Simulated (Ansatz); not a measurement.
# Worked example: the barrier

An elementary step of Si$_{2}$NH$_{9}$, singlet (SiNH₅ ([NH2][SiH3]) + SiH₄ → Si₂H₆ ([SiH3][SiH3]) + NH₃; bonds formed: Si1–Si7, N2–H6; bonds broken: Si1–N2, H6–Si7). “Start” is the structure reached by relaxing down from the saddle towards the reactants; PBE0-D4/def2-TZVP structures. The saddle:

```
12
angstrom
Si -1.2235 0.2698 0.5205
N -0.0766 -1.0723 1.1348
H -1.8202 -0.0681 -0.7826
H -2.2886 0.0392 1.5538
H -0.7127 1.6331 0.7492
H 0.6641 -0.8452 0.3521
Si 1.1876 0.5020 -1.3091
H 0.2869 -0.9147 2.0731
H -0.4607 -2.0145 1.0788
H 2.3577 1.3562 -0.8956
H 1.7599 -0.3606 -2.4034
H 0.3262 1.4754 -2.0719
```

Ansatz 0.2.0; basis: def2-TZVPP and def2-QZVPP; cores frozen in the correlated methods.

Energies in eV:

| quantity | saddle | start |
| --- | --- | --- |
| Hartree–Fock, triple zeta (X = 3) | -17347.28992 | -17350.17853 |
| Hartree–Fock, quadruple zeta (X = 4) | -17347.86585 | -17350.77433 |
| MP2 correlation, X = 3 | -14.19499 | -13.57915 |
| MP2 correlation, X = 4 | -15.16375 | -14.53779 |
| CCSD(T) correlation, X = 3 | -16.33454 | -15.67314 |

(1) Work out the barrier at the basis limit: extrapolate Hartree–Fock as E(X) = E∞ + A exp(−7.88 √X) and the MP2 correlation as E(X) = E∞ + B X^−2.97 (the exponents that Neese and Valeev fitted for def2-TZVPP and QZVPP), then add CCSD(T) − MP2 in triple zeta.

The T1 diagnostic stays at or below 0.013.

Results:

(1) Each step is linear, so take the differences first (saddle − start): Hartree–Fock 2.88861 (X = 3) and 2.90848 (X = 4); MP2 correlation -0.61584 and -0.62596; CCSD(T) correlation -0.66140.
Two points give E∞ = E(4) + w [E(4) − E(3)], with w = 1/(exp(7.88 (2 − √3)) − 1) = 0.1377 for Hartree–Fock and w = 1/((4/3)^2.97 − 1) = 0.7407 for the correlation.
Hartree–Fock: 2.90848 + 0.1377 × 0.01987 = 2.9112 eV.
MP2 correlation: -0.62596 + 0.7407 × (-0.01012) = -0.6335 eV.
CCSD(T) − MP2: -0.66140 − (-0.61584) = -0.0456 eV.
Sum: 2.9112 + (-0.6335) + (-0.0456) = 2.2321 eV, or 51.47 kcal/mol. Plain CCSD(T) in triple zeta gives 2.2272 eV, so the larger basis shifts the result by 0.0049 eV.

Labels in which every atom is bracketed show which atoms are joined, not bond orders.

For scale, one of the runs: CCSD(T)/def2-TZVPP, 241 basis functions, launched by `ansatz run in.yaml --threads 4 --pin off --events-out ev --progress --plain --max-ram 9574MiB`. Time: 57 s of wall clock on 4 CPU threads of an Arm Neoverse V2; the host was shared. Peak host memory: 4.3 GiB.
